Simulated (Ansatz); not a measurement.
A made-up structure of AlBH4O, singlet:

| atom | x (Å) | y (Å) | z (Å) |
| --- | --- | --- | --- |
| B1 | -1.2373 | 0.4592 | -0.7519 |
| O2 | -0.1524 | 0.0557 | -0.0917 |
| Al3 | 1.2207 | -0.4531 | 0.7417 |
| H4 | -1.2155 | 0.5112 | -1.9548 |
| H5 | -2.2266 | 0.7664 | -0.1374 |
| H6 | -1.6674 | 0.3520 | 0.3093 |
| H7 | 1.3552 | -1.9969 | 1.0292 |

It is relaxed with PBE-D4/def2-SVP and then PBE0-D4/def2-TZVP (Ansatz 0.2.0). Atoms count as bonded within 1.22 times the sum of their covalent radii (H–H: 0.88 Å). The end point is not checked to be a true minimum.

Q: Does its bonding change? (A judgement: the text doesn't fix the answer.)

A: Computed: Yes. Formed: none; broken: H5–H6.

Where it ends: The first stage lowers the energy by 2.54 eV in 25 steps. It ends as AlBH₄O ([BH3][O][AlH]):
B1  (-1.507, 0.514, -0.584)
O2  (-0.274, -0.216, 0.019)
Al3  (0.980, -0.951, 0.629)
H4  (-1.321, 0.564, -1.787)
H5  (-1.535, 1.619, -0.071)
H6  (-2.480, -0.159, -0.291)
H7  (2.214, -1.676, 1.228)
(Å)

Labels in which every atom is bracketed show which atoms are joined, not bond orders.

For scale, one of the runs: PBE0-D4/def2-TZVP relaxation, 123 basis functions, launched by `ansatz run in.yaml --threads 2 --pin off --events-out ev --progress --plain --max-ram 4352MiB`. The run took about 23 s on 2 CPU threads of an Intel Xeon Platinum 8259CL (shared host).
